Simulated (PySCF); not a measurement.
**Level of theory and proton affinities: chlorine molecule**

Structure: `ClCl` (Cl2). Non-hydrogen atoms are numbered in `[Cl:1][Cl:2]`.

All levels share the PBE0-D3(BJ)/def2-SVP structures and the PBE0-D3(BJ)/def2-SVP thermal terms; only the single-point energies (PySCF) change. Values are proton affinities (298 K, kJ/mol).

| level | Cl1 | time |
| --- | --- | --- |
| MP2/jun-cc-pV(T+d)Z | 545 | 2.5 s |
| HF/jun-cc-pV(T+d)Z | 545 | 0.5 s |
| B3LYP-D3(BJ)/def2-TZVP | 555 | – |
| CCSD(T)/jun-cc-pV(T+d)Z | 556 | 20 s |

Times are wall times for all single points of a level on 1 thread of Intel Xeon 6975P-C, a shared host; the dash marks the run that also made the structures.

Hartree-Fock leaves out electron correlation, so its proton affinities can be off by tens of kJ/mol.

The spread: 11 kJ/mol, from 545 to 556.

---

**methylamidogen anion: proton affinities at several levels**

Structure: `C[NH-]` ([CH4N]-). Numbering: `[CH3:1][NH-:2]`

All levels share the PBE0-D3(BJ)/ma-def2-SVP structures and the PBE0-D3(BJ)/ma-def2-SVP thermal terms; only the single-point energies (PySCF) change. Values are proton affinities (298 K, kJ/mol).

| level | N2 | abs. error | time |
| --- | --- | --- | --- |
| MP2/ma-def2-TZVP | 1677 | 9.0 | 2.8 s |
| B3LYP-D3(BJ)/ma-def2-TZVP | 1680 | 5.5 | – |
| CCSD(T)/ma-def2-TZVP | 1688 | 2.5 | 40 s |
| HF/ma-def2-TZVP | 1725 | 39.3 | 0.63 s |
| ATcT 1.112 | 1686 |  |  |

Times are wall times for all single points of a level on 1 thread of Arm Neoverse V1, a shared host; the dash marks the run that also made the structures.

Hartree-Fock leaves out electron correlation, so its proton affinities can be off by tens of kJ/mol.

The spread: 48 kJ/mol, from 1677 to 1725.

---

**hydrogen peroxide: proton affinities at several levels**

Structure: `OO` (H2O2). Non-hydrogen atoms are numbered in `[OH:1][OH:2]`.

All levels share the PBE0-D3(BJ)/def2-SVP structures and the PBE0-D3(BJ)/def2-SVP thermal terms; only the single-point energies (PySCF) change. Values are proton affinities (298 K, kJ/mol).

```csv
level,O1,abs. error,time
MP2/jun-cc-pV(T+d)Z,660,6.2,3.3 s
CCSD(T)/jun-cc-pV(T+d)Z,670,3.5,68 s
ωB97X-D3(BJ)/def2-TZVP,675,9.2,–
HF/jun-cc-pV(T+d)Z,686,20.1,0.53 s
ATcT 1.112,666,,
```

Times are wall times for all single points of a level on 1 thread of Arm Neoverse V2, a shared host; the dash marks the run that also made the structures.

Hartree-Fock leaves out electron correlation, so its proton affinities can be off by tens of kJ/mol.

The spread: 26 kJ/mol, from 660 to 686.
